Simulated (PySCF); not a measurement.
Core binding energy against partial charge

Species: C4H4S.
Geometry (PBE0-D3(BJ)/def2-SVP, Å), atoms numbered from 1 in this order:
```xyz
9
C4H4S angstrom
C      2.2120    0.2032   -0.2141
C      1.0684    0.0514    0.1556
C     -0.2787   -0.1606    0.6107
C     -1.4026   -0.2302   -0.3634
S     -1.4261    1.2623    0.6470
H      3.2241    0.3466   -0.5442
H     -0.3598   -0.8036    1.4953
H     -1.1582   -0.0881   -1.4208
H     -2.1945   -0.9600   -0.1657
```

Binding energies: delta-SCF UKS SCAN, pcX-2 on the ionised atom, pcseg-1 elsewhere, spin-free X2C in PySCF. Charges: PBE0/pcSseg-1 ground-state density, for the ionised atom.

```csv
atom,environment,C 1s (eV),Mulliken (e),IAO (e),Hirshfeld (e),ESP (e)
C1,terminal alkyne carbon,290.43,-0.343,-0.224,-0.107,-0.536
C2,alkyne carbon,290.99,+0.364,-0.033,-0.049,+0.186
C4,sp3 carbon bound to sulfur,291.77,-0.201,-0.312,-0.066,-0.261
C3,sp3 carbon bound to sulfur,292.46,-0.396,-0.177,-0.017,-0.152
```

Give the correlation coefficient and slope of binding energy on charge for each scheme.

Hirshfeld: r = 0.84, slope 20.0 eV per e; ESP: r = 0.24, slope 0.7 eV per e; IAO: r = -0.20, slope -1.5 eV per e; Mulliken: r = -0.33, slope -0.8 eV per e. Hirshfeld charges have the highest r, on only 4 points.

The point-charge model writes a binding energy as kq + V + constant, with V the potential of the other atoms' charges at the site. What does it give with the Hirshfeld charges?

V = Σ 14.40 eV Å × q/r over all other atoms: +0.94 eV at C1, -0.42 eV at C2, +1.06 eV at C4, -0.05 eV at C3. Fitting binding energy − V to q gives k = 33.7 eV per e and leaves an rms residual of 0.06 eV, against 0.42 eV for the fit on q alone. The model has no term for differences in relaxation between sites.

Spin contamination (⟨S²⟩ against 0.75 for a pure doublet) is marked for C 1s of C2 (0.87), which makes this value less certain. Geometry: PBE0-D3(BJ)/def2-SVP; no solvent, vibrations or thermal averaging.
